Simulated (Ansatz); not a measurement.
## 1,2-shift

Start structure (SiH₂O, closed shell), relaxed at PBE0-D4/def2-TZVP:

```
4
angstrom
H -1.4439 0.0573 -0.5671
O -0.4880 -0.0326 -0.6038
Si 0.2617 0.0862 0.8695
H 1.6703 -0.1109 0.3014
```

The step: SiH₂O ([OH][SiH]) → SiH₂O ([O][SiH2]); bonds formed: H1–Si3; bonds broken: H1–O2. Ansatz 0.2.0; basis: def2-TZVPP and def2-QZVPP; cores frozen in the correlated methods. Extrapolation: Hartree–Fock as exp(−7.88 √X), correlation as X^−2.97. Energies below are by CCSD(T) at an estimated basis limit (MP2 extrapolated from triple and quadruple zeta, plus CCSD(T) − MP2 in triple zeta).

Q: What are the electronic barrier and the energy of the step, from the start structure to the end structure? (An estimate is asked for; the value comes from the calculation.)

A: Computed: Barrier 59.93 kcal/mol; step energy 1.27 kcal/mol (uphill); reverse barrier, their difference, 58.66 kcal/mol. Barrier and step energy count from the start structure, the reverse barrier from the end structure.

The saddle point: One imaginary mode of 1608i cm⁻¹.
| pair | start (Å) | saddle (Å) | end (Å) |
| --- | --- | --- | --- |
| H1–Si3 | 2.23 | 1.53 | 1.49 |
| H1–O2 | 0.96 | 1.49 | 2.65 |

Zero-point energy (harmonic, PBE0-D4): ZPE is 13.13 kcal/mol at the start and 8.91 kcal/mol at the saddle, so the barrier goes from 59.93 to 55.71 kcal/mol.

First-order rate constant out of the start structure at 298 K by transition-state theory, with harmonic vibrational free energies alone and no tunnelling: ΔA‡ = 55.49 kcal/mol, so k = (kB T/h) exp(−ΔA‡/kB T) ≈ 10^-28 s⁻¹ (an order of magnitude at best: rotation, the number of equivalent paths and anharmonicity are left out).

T1 diagnostic: at most 0.033. The T1 diagnostic is large here, which may signal multireference character or strong orbital relaxation, so CCSD(T) is less sure. The restricted Hartree–Fock reference is unstable towards an unrestricted one at one or more of these structures.

Labels in which every atom is bracketed show which atoms are joined, not bond orders.

For scale, one of the runs: CCSD(T)/def2-TZVPP, 101 basis functions, launched by `ansatz run in.yaml --threads 2 --pin off --events-out ev --progress --plain --max-ram 4352MiB`. Hardware: 2 CPU threads of an Intel Xeon Platinum 8488C, shared host. Wall time about 3.2 s.
